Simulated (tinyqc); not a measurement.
Inside a calculation. Method: UKS/exchange-only LDA in the sto-3g basis, for BH2, spin multiplicity 2. One step of it, computed by the program tinyqc.

Problem. Orthogonalisation. S = U s U^T; symmetric (Loewdin) form X = U s^(-1/2) U^T, so that X^T S X = 1.

overlap S, lower triangle:
```
,1B 1s,1B 2s,1B 2px,1B 2py,1B 2pz,2H 1s,3H 1s
1B 1s,1.000000
1B 2s,0.269328,1.000000
1B 2px,0.000000,0.000000,1.000000
1B 2py,0.000000,0.000000,0.000000,1.000000
1B 2pz,0.000000,0.000000,0.000000,0.000000,1.000000
2H 1s,0.024195,0.272894,0.000000,0.296442,0.124643,1.000000
3H 1s,0.024195,0.272894,0.000000,-0.296442,0.124643,0.017138,1.000000
```

Give: eigenvalues of S; X.

Solution.

eigenvalues of S: 0.5277  0.5721  0.8900  1.0000  1.0842  1.4108  1.5152

X, lower triangle:
```
,1B 1s,1B 2s,1B 2px,1B 2py,1B 2pz,2H 1s,3H 1s
1B 1s,1.0303
1B 2s,-0.1509,1.0970
1B 2px,0.0000,0.0000,1.0000
1B 2py,0.0000,0.0000,0.0000,1.0771
1B 2pz,-0.0043,0.0301,0.0000,0.0000,1.0133
2H 1s,0.0190,-0.1571,0.0000,-0.1697,-0.0697,1.0778
3H 1s,0.0190,-0.1571,0.0000,0.1697,-0.0697,-0.0091,1.0778
```
